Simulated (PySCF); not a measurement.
Molecule: `InChI=1S/C4H10O/c1-4(2)3-5/h4-5H,3H2,1-2H3`.

Bonds (- single, = double, # triple, : aromatic): C1-C2 1.523 Å, C2-C3 1.523 Å, C2-C4 1.521 Å, C4-O5 1.403 Å. C1 carries H6, H7, H8; C2 carries H9; C3 carries H10, H11, H12; C4 carries H13, H14; O5 carries H15.

Spin–spin couplings on one PBE0-D3(BJ)/def2-SVP geometry, PySCF, gas phase, non-relativistic, equivalent pairs averaged (without the spin–dipole term); isotopes 13C, 1H; functional B3LYP.

Reference values (Hz): 1J(C4,H13) = 140.0 (measured; liquid or solution (compiled); San Fabian, Garcia de la Vega, Suardiaz et al., Magn. Reson. Chem. 2013, 51, 775 (SI)).

How do the couplings (Hz) change with the basis set? Times are CPU seconds on shared hosts with different chips, so compare them loosely. Far from the basis limit: 6-31G*, pcJ-0, 6-31G-J, def2-TZVP, cc-pVTZ.

Results:


| basis set | functions | 1J(C4,H13) | abs. error | core-s |
| --- | --- | --- | --- | --- |
| 6-31G* | 90 | 149.7 | 9.7 | 6.6 |
| pcJ-0 | 95 | 119.7 | 20.3 | 6.5 |
| 6-31G-J | 100 | 145.2 | 5.2 | 7.3 |
| def2-TZVP | 215 | 133.9 | 6.1 | 24 |
| pcJ-1 | 235 | 141.2 | 1.2 | 32 |
| cc-pVTZ | 290 | 125.3 | 14.7 | 46 |

Errors compare magnitudes, without vibrational corrections. Closest: pcJ-1; furthest: pcJ-0.

The Fermi-contact term samples the wavefunction at the nucleus, which is why sets with added tight s functions (names with J) are made for couplings. Agreement of an ordinary basis with the reference is then largely a cancellation of errors.
